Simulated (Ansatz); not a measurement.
A nudged elastic band was laid between two geometries of BH$_{3}$O$_{2}$ (6 atoms, charge 0, multiplicity 1).

Method: RKS r2SCAN-D4/6-31G* in Ansatz.

```
movable images  : 2
climbing image  : yes
spring          : 5.0 eV/Å²
optimiser       : quadratic models (default)
start path      : through a guess of the saddle point
force threshold : 0.03 eV/Å
iteration limit : 60
end points      : relaxed
```

First end point:

```xyz
6
Properties=species:S:1:pos:R:3
B 0.202 -0.301 0.100
H 0.075 -0.322 1.302
O 1.431 -0.321 -0.490
H 2.132 -0.353 0.173
O -0.875 -0.256 -0.733
H -1.700 -0.245 -0.231
```

Last end point:

```xyz
6
Properties=species:S:1:pos:R:3
B -0.734 -0.524 0.417
H 1.290 -0.108 0.900
O 2.039 0.127 0.315
H 2.321 -0.739 -0.017
O -1.344 -0.235 -0.701
H -2.307 -0.319 -0.794
```

(1) What changes between the two ends?

(2) Give the energies along the band, and the barrier.

(3) What is the geometry of the highest image?

The band took 39 iterations and of the order of 2.1 core-minutes.

Answers

(1) Bonds broken: B1–H2, B1–O3. Bonds formed: H2–O3. BH3O2 becomes BHO + H2O.

(2) The forces met the threshold. The highest image is number 2 of 0 to 3, 120.2 kcal/mol above the first end and 22.9 kcal/mol above the last; the last end lies 97.3 kcal/mol above the first. Neighbouring images differ by up to 4.0 eV, so the band resolves the path poorly. The order of the stationary point at the top wasn't checked. So few images can step over the top or miss a turn of the path. The orbitals stay closed-shell, which can raise the energy where a bond breaks towards radicals; this wasn't checked here.

```tsv
image	path coordinate (Å)	energy (kcal/mol)	B1–H2 (Å)	B1–O3 (Å)	H2–O3 (Å)
0	0.00	0.0	1.21	1.36	2.25
1	1.15	91.7	1.39	1.61	1.55
2	2.29	120.2	2.50	2.55	0.97
3	3.39	97.3	2.12	2.85	0.98
```

(3) 
```xyz
6
Properties=species:S:1:pos:R:3
B -0.720 -0.406 -0.008
H 1.420 0.009 1.207
O 1.759 0.084 0.301
H 1.943 -0.838 0.058
O -1.146 -0.049 -1.140
H -1.991 -0.598 -0.298
```

The run took 2.1 min on 1 thread of Intel(R) Xeon(R) Platinum 8259CL CPU @ 2.50GHz (Skylake/Cascade Lake) (shared host), peak memory 0.13 GiB.
